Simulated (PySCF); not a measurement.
**Identify the compound**

Molecular formula: C$_{3}$H$_{4}$. Simulated spectra:

¹H NMR (500 MHz, computed): δ 1.83 (d, J = 4.4 Hz, 3H), 1.65 (q, J = 4.4 Hz, 1H).

¹³C{¹H} NMR (computed): δ 82.3 (C), 73.5 (CH), 4.2 (CH3).

PySCF 2.14 calculation with shielding tensors at PBE0/pcSseg-1 (GIAO), spin–spin couplings from B3LYP/pcJ-1 and geometry from PBE0-D3(BJ)/def2-SVP; non-relativistic, one conformer, averaged over atoms made equivalent by symmetry, fast rotation or ring inversion, isolated molecule.

Scale: TMS for ¹H, ¹³C (reference shieldings calculated alike).

Task: What is the structure?

Result: 
1. The formula gives 2 degrees of unsaturation (no ring in the answer).
2. 3 carbon signals for 3 carbons: no two carbons are equivalent.
3. Carbon types of the structure: 1 × C, 1 × CH, 1 × CH3, which accounts for all hydrogens.
4. δC 82.3: alkyne carbon; sp carbons lie upfield of alkene carbons because the cylindrical π system leaves one tensor component strongly shielded.
5. δC 73.5: terminal alkyne carbon; sp carbons lie upfield of alkene carbons because the cylindrical π system leaves one tensor component strongly shielded.
6. δC 4.2: propargylic methyl carbon; saturated and bonded to C and H only.
7. δH 1.83: hydrogen on a propargylic methyl carbon.
8. δH 1.65: hydrogen on a terminal alkyne carbon; it lies on the axis of the triple bond, in its shielding cone.

The compound is SMILES C#CC.

Multiplet labels drop couplings under 1 Hz and merge nearly equal ones. Shifts are as computed. Against solution values, carbons near 30 ppm lie about +2 ppm off and those near 130 ppm about +5 ppm. Of 1211 compounds with measured shifts, 218 miss one by over three times the rms of a fit or turn the order of signals round; such compounds aren't used in these exercises.
